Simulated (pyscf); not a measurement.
Four-centre exchange: `[CH3][GaH2]` + `[OH2]` -> `[CH4]` + `[OH][GaH2]`

Gas phase, singlet surface, charge 0. Bonds broken: C1–Ga2, O8–H9. Bonds formed: C1–H9, Ga2–O8. Single points on ωB97X-D3(BJ)/def2-SVP structures (PySCF, gas phase). Correlated levels are frozen-core, on RHF or UHF. ΔMP2 is the change of the MP2 total energy from the triple- to the quadruple-zeta basis.

Transition state (Å):

```xyz
10

C     -1.2366    -0.9048     0.0277
Ga     0.0218     0.8997     0.1177
H     -0.9128    -1.8248    -0.4827
H     -2.3351    -0.8863     0.1062
H     -0.8770    -1.0091     1.0717
H     -0.7099     1.9640     0.9981
H      1.5172     0.4686     0.1487
O     -0.6538     0.9387    -1.7445
H     -1.0937    -0.0022    -1.0566
H     -1.3282     1.6022    -1.9400
```

One imaginary mode, 1459i cm⁻¹; descent along it reached the two sides named, in the forms told below.

```json
[
 {"bond": "C1–Ga2", "change": "breaks", "reactant side (Å)": "1.985", "saddle": "2.202", "product side": "3.1"},
 {"bond": "O8–H9", "change": "breaks", "reactant side (Å)": "0.967", "saddle": "1.246", "product side": "2.6"},
 {"bond": "C1–H9", "change": "forms", "reactant side (Å)": "2.9", "saddle": "1.418", "product side": "1.101"},
 {"bond": "Ga2–O8", "change": "forms", "reactant side (Å)": "2.198", "saddle": "1.981", "product side": "1.793"}
]
```

Electronic energies relative to the separated reactants (kJ/mol):

```csv
level,barrier,reaction energy,reverse barrier
ωB97X-D3(BJ)/def2-TZVP,42.8,-88.9,131.7
PBE/def2-TZVP,27.6,-91.8,119.3
r²SCAN/def2-TZVP,23.3,-97.0,120.3
B3LYP-D3(BJ)/def2-TZVP,44.3,-95.3,139.6
PBE0-D3(BJ)/def2-TZVP,34.2,-86.4,120.6
M06-2X/def2-TZVP,30.8,-98.4,129.2
ωB97M-D3(BJ)/def2-TZVP,46.4,-89.9,136.2
HF/def2-TZVP,107.8,-99.5,207.3
MP2/def2-QZVPP,44.1,-85.9,130.0
CCSD/def2-TZVPP,59.1,-86.9,146.0
CCSD(T)/def2-TZVPP,48.1,-87.3,135.4
CCSD(T)/def2-TZVPP + ΔMP2(QZVPP),50.5,-85.0,135.4
```

With CCSD(T)/def2-TZVPP + ΔMP2(QZVPP) energies and thermal terms (ideal gas, 1 atm, RRHO with modes under 100 cm⁻¹ raised to 100, one conformer, R ln 2 for chiral ones without a mode under 150 cm⁻¹), in kJ/mol:

```tsv
T (K)	ΔH‡	ΔG‡	ΔH	ΔG
298	44.6	91.5	-82.8	-76.6
600	45.0	139.1	-84.7	-69.5
900	47.7	185.6	-85.7	-61.7
1200	51.0	231.0	-86.1	-53.6
```

On the reactant side the descent ends in an adduct with a Ga–O contact, 61.2 kJ/mol under the separated species and 104.0 kJ/mol under the saddle at ωB97X-D3(BJ)/def2-TZVP. What is counted as formed (Ga–O) is already present as a longer contact in the reactant adduct; forming that adduct is a step of its own. One saddle was located; it need not be the lowest between these sides. The CCSD(T) − MP2 part came from Ansatz, without density fitting, on the same reference. The frozen core leaves the outer d or s,p core shells of the metals and heavy elements correlated in the MP2 and CC values, and def2-TZVPP describes them poorly, which can shift differences by a few kcal/mol. Elements up to Kr have no core potential and no relativistic terms here.
